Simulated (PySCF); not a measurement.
**One molecule, many functionals**

Species: SiO.
SMILES: `[O+]#[Si-]`

Linear-response calculations in the def2-SVPD basis (PySCF; singlets by full response, triplets Tamm–Dancoff, core orbitals frozen in the response; HF means time-dependent Hartree–Fock). 'Strongest' is the level of largest summed f among the singlets computed (10 roots, of which the last may lack a degenerate partner); it can jump between rows when another state enters that window. S1 is the lowest singlet of each run and needn't be the same state throughout; f(S1) is that of one state. Isolated species at its PBE0-D3(BJ)/def2-SVP geometry, gas phase.

```tsv
functional	kind	S1 (eV)	f(S1)	strongest (eV)	T1 (eV)	HOMO (eV)	gap (eV)	ionisation energy, ΔSCF (eV)
LDA	LDA	5.33	0.047	8.77	4.14	-7.67	4.65	11.59
PBE	GGA	5.29	0.000	8.76	3.92	-7.54	4.66	11.37
B3LYP	global hybrid, 20% exact exchange	5.34	0.000	9.03	4.09	-8.68	6.43	11.55
PBE0	global hybrid, 25% exact exchange	5.41	0.000	9.16	3.97	-8.90	6.86	11.50
BHandHLYP	global hybrid, 50% exact exchange	5.49	0.000	9.42	4.13	-10.13	9.00	11.49
CAM-B3LYP	range-separated hybrid	5.50	0.000	9.25	4.14	-10.30	9.38	11.66
wB97X-D	range-separated hybrid	5.49	0.000	9.21	4.17	-10.83	10.55	11.61
LC-wPBE	range-separated hybrid	5.73	0.075	9.43	4.00	-11.63	11.82	11.72
HF	Hartree–Fock	5.76	0.000	9.69	3.75	-11.97	13.03	not settled
```

S1 runs from 5.29 eV (PBE) to 5.76 eV (HF), a spread of 0.47 eV, while the orbital gap spreads over 8.4 eV. Along PBE (0%), B3LYP (20%), PBE0 (25%), BHandHLYP (50%), HF (100%) S1 rises with the share of exact exchange. −ε(HOMO) comes closest to its own ΔSCF ionisation energy with LC-wPBE (-0.10 eV) and misses most with LDA (-3.93 eV). 'Not settled' means that the ion's SCF failed to converge or may have ended in another state than the lowest.
